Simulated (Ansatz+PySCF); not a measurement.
Values are calculated unless marked as measured or tabulated.
Input for Ansatz (development build ahead of 0.2.0):

```yaml
crystal:
  periodic: [false, false, false]
  atoms:
    - { symbol: F, position_ang: [0.0, 0.0, 0.0] }
    - { symbol: H, position_ang: [1.41897, 0.0, 1.19066] }
    - { symbol: H, position_ang: [-1.41897, 0.0, 1.19066] }
basis:
  gaussian: { orbitals: "6-31G" }
magnetization:
  initial_magnetization: 1
hamiltonian:
  xc: hf
correlation:
  method: fci
  frozen_orbitals: { F: 1, H: 0 }
```

The input is written out in the form of the current development build from the run's settings.

The run gave:

```yaml
Converged: yes
Total_energy: -100.47166 hartree
State: lowest doublet root, of any spatial symmetry
```
